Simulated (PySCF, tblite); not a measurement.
Dissociation curve of O2, triplet. Each curve is given relative to its own lowest point near equilibrium.

```csv
R / Å,A,B,C
0.89,358.1,345.9,331.9
0.95,197.4,187.1,183.4
1.01,98.4,90.2,91.9
1.07,40.9,35.2,38.5
1.11,18.8,14.7,17.7
1.17,2.6,1.1,2.3
1.19,0.6,0.0,0.4
1.22,0.0,0.8,0.0
1.28,5.6,9.2,6.0
1.32,13.0,18.5,13.8
1.39,30.4,39.1,32.4
1.49,60.7,73.8,65.6
```

Energies in mEh.

Assign the columns to these levels of theory: GFN2-xTB, 300 K electronic temperature (tblite 0.5.0); PySCF with unrestricted PBE0/cc-pVDZ; unrestricted r2SCAN/cc-pVDZ run with PySCF.

A is UKS-r2SCAN; B is UKS-PBE0; C is GFN2-xTB.

The scan ran from 0.89 to 4.81 Å; beyond the distances shown one of the unrestricted levels run for this scan, shown here or not, changes its spin distribution in one step.
